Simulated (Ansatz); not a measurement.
**Chromium, bcc under LDA: how the Fermi-Dirac smearing moves the result**

How small must the Fermi-Dirac smearing width be for energy and pressure to settle? The geometry was relaxed under LDA beforehand and stays fixed; 6 values are run, from 0.01 to 1.0 eV. Wanted are the values from which on the energy stays within 10 and 1 meV/atom, and the pressure within 0.5 GPa, of the narrowest run. Within the series other settings stay, but some runs also write fields, which adds to their time. Spin polarisation is left out.

Computed with Ansatz 0.2.0 (DFT LDA, plane waves with PAW, scalar-relativistic, unless a step says otherwise).

### Step 1. The structure to begin with

The structure is cubic, space group Im-3m (No. 229). Conventional cell: a = 2.788 Å, b = 2.788 Å, c = 2.788 Å, α = 90.00°, β = 90.00°, γ = 90.00°. Cr (site symmetry m-3m) has 8 Cr at 2.41 Å as nearest neighbours.

As a file:

```cif
data_structure
_symmetry_space_group_name_H-M 'Im-3m'
_symmetry_Int_Tables_number 229
_cell_length_a 2.7885
_cell_length_b 2.7885
_cell_length_c 2.7885
_cell_angle_alpha 90.000
_cell_angle_beta 90.000
_cell_angle_gamma 90.000
_cell_volume 21.68
loop_
_atom_site_label
_atom_site_type_symbol
_atom_site_symmetry_multiplicity
_atom_site_Wyckoff_symbol
_atom_site_fract_x
_atom_site_fract_y
_atom_site_fract_z
_atom_site_occupancy
Cr1 Cr 2 a 0.00000 0.00000 0.00000 1
```

### Step 2. With a width of 0.01 eV

The run at 0.01 eV.

input.yaml reads:

```yaml
crystal:
  lattice:
    - [-1.3942485114, 1.3942485114, 1.3942485114]
    - [1.3942485114, -1.3942485114, 1.3942485114]
    - [1.3942485114, 1.3942485114, -1.3942485114]
  atoms:
    - { symbol: Cr, position: [0.0, 0.0, 0.0] }
hamiltonian:
  xc: lda
  pseudopotentials:
    kind: paw
    azcp:
      Cr: "pseudopotentials/Cr.paw.azcp"
basis:
  ecutwfc: 420
  fft_grid_basis: typed
kpoints:
  mp_grid: { grid: [16, 16, 16], shift: [0, 0, 0] }
magnetization:
  spin_polarized: false
scf:
  occupations: { method: fermi_dirac, width: 0.01 }
  lower_state_search: "off"
output:
  stress: true
```

Run with:

```bash
> ansatz run input.yaml --threads 2 --pin off --max-ram 5120MiB --backend cpu --events-out ev --progress --plain --runs-dir out
```

### Step 3. With a width of 0.03 eV

The run at 0.03 eV.

Edit input.yaml of step 2 so:

```diff
@@ -21,3 +21,3 @@
 scf:
-  occupations: { method: fermi_dirac, width: 0.01 }
+  occupations: { method: fermi_dirac, width: 0.03 }
   lower_state_search: "off"
```

### Step 4. With a width of 0.2 eV

The run at 0.2 eV.

Edit input.yaml of step 3 so:

```diff
@@ -21,3 +21,3 @@
 scf:
-  occupations: { method: fermi_dirac, width: 0.03 }
+  occupations: { method: fermi_dirac, width: 0.2 }
   lower_state_search: "off"
```

### Step 5. With a width of 0.3 eV

The run at 0.3 eV.

Edit input.yaml of step 4 so:

```diff
@@ -21,3 +21,3 @@
 scf:
-  occupations: { method: fermi_dirac, width: 0.2 }
+  occupations: { method: fermi_dirac, width: 0.3 }
   lower_state_search: "off"
@@ -25 +25,5 @@
   stress: true
+  write_density: true
+  write_potential: true
+  elf: true
+  volumetric_format: npy
```

### Step 6. With a width of 0.6 eV

The run at 0.6 eV.

Edit input.yaml of step 5 so:

```diff
@@ -21,3 +21,3 @@
 scf:
-  occupations: { method: fermi_dirac, width: 0.3 }
+  occupations: { method: fermi_dirac, width: 0.6 }
   lower_state_search: "off"
@@ -25,5 +25 @@
   stress: true
-  write_density: true
-  write_potential: true
-  elf: true
-  volumetric_format: npy
```

### Step 7. With a width of 1.0 eV

The run at 1.0 eV.

Edit input.yaml of step 6 so:

```diff
@@ -21,3 +21,3 @@
 scf:
-  occupations: { method: fermi_dirac, width: 0.6 }
+  occupations: { method: fermi_dirac, width: 1.0 }
   lower_state_search: "off"
```

(Steps that only read results are left out.)

**Question.** What will these runs give?

The runs gave:

| quantity | value |
| --- | --- |
| E(σ → 0) stays within 10 meV/atom of 0.01 eV | up to 0.2 eV |
| E(σ → 0) stays within 1 meV/atom | up to 0.03 eV |
| pressure stays within 0.5 GPa | up to 0.03 eV |
| pressure at 0.01 eV | 0.00 GPa |
| energy of a separate run on a finer mesh (26×26×26) | +1.6 meV/atom from 0.01 eV |

What this shows: At 1.0 eV the energy differs by +87.1 meV/atom and the pressure by +36.3 GPa. Over the range F shifts by -1891.6 meV/atom, while E(σ → 0) shifts by +87.1. In theory F falls as the square of the width under this scheme, but here the ratio is not steady: the mesh at narrow widths, or a density of states that varies over the wide ones, can both cause that. The mesh (16×16×16) is fixed, so the narrowest widths carry a k-point error of their own. The yardstick itself is unsettled by 1.6 meV/atom against the finer mesh, so the thresholds above hold only within this series, and wider smearing, which averages over more states, can land nearer the fine-mesh value than the narrowest does. The cell taken over is 10 % smaller than the measured one (11.99 Å³/atom, COD), which weighs on all values here.
